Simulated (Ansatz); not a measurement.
# simple cubic against fcc along the 5d metals

All numbers below come from DFT, BLYP, plane waves (420 eV) with PAW, scalar-relativistic in Ansatz 0.2.0. The PAW files were generated under PBE, with cores re-solved for the functional.

Each structure is relaxed within its symmetry, in the lowest magnetic state of the tried starts. Differences under about 8 meV lie within the error of the k-point mesh.

```json
{"element": "Lu", "E(simple cubic) − E(fcc) (meV/atom)": "711", "V(simple cubic) (Å³/atom)": "34.29", "V(fcc) (Å³/atom)": "29.69", "state of simple cubic": "spin not included", "state of fcc": "spin not included"}
{"element": "Hf", "E(simple cubic) − E(fcc) (meV/atom)": "?", "V(simple cubic) (Å³/atom)": "?", "V(fcc) (Å³/atom)": "?", "state of simple cubic": "?", "state of fcc": "?"}
{"element": "Ta", "E(simple cubic) − E(fcc) (meV/atom)": "669", "V(simple cubic) (Å³/atom)": "21.44", "V(fcc) (Å³/atom)": "19.39", "state of simple cubic": "spin not included", "state of fcc": "spin not included"}
{"element": "W", "E(simple cubic) − E(fcc) (meV/atom)": "706", "V(simple cubic) (Å³/atom)": "19.09", "V(fcc) (Å³/atom)": "17.02", "state of simple cubic": "spin not included", "state of fcc": "spin not included"}
{"element": "Re", "E(simple cubic) − E(fcc) (meV/atom)": "1020", "V(simple cubic) (Å³/atom)": "17.93", "V(fcc) (Å³/atom)": "15.59", "state of simple cubic": "spin not included", "state of fcc": "spin not included"}
{"element": "Os", "E(simple cubic) − E(fcc) (meV/atom)": "1067", "V(simple cubic) (Å³/atom)": "17.53", "V(fcc) (Å³/atom)": "14.98", "state of simple cubic": "spin not included", "state of fcc": "spin not included"}
{"element": "Ir", "E(simple cubic) − E(fcc) (meV/atom)": "682", "V(simple cubic) (Å³/atom)": "17.93", "V(fcc) (Å³/atom)": "15.26", "state of simple cubic": "spin not included", "state of fcc": "spin not included"}
{"element": "Pt", "E(simple cubic) − E(fcc) (meV/atom)": "215", "V(simple cubic) (Å³/atom)": "19.21", "V(fcc) (Å³/atom)": "16.65", "state of simple cubic": "spin not included", "state of fcc": "spin not included"}
{"element": "Au", "E(simple cubic) − E(fcc) (meV/atom)": "14", "V(simple cubic) (Å³/atom)": "22.33", "V(fcc) (Å³/atom)": "19.46", "state of simple cubic": "spin not included", "state of fcc": "spin not included"}
```

Fill in the row of Hf.

E(simple cubic) − E(fcc) (meV/atom): 828; V(simple cubic) (Å³/atom): 25.82; V(fcc) (Å³/atom): 23.17; state of simple cubic: spin not included; state of fcc: spin not included.
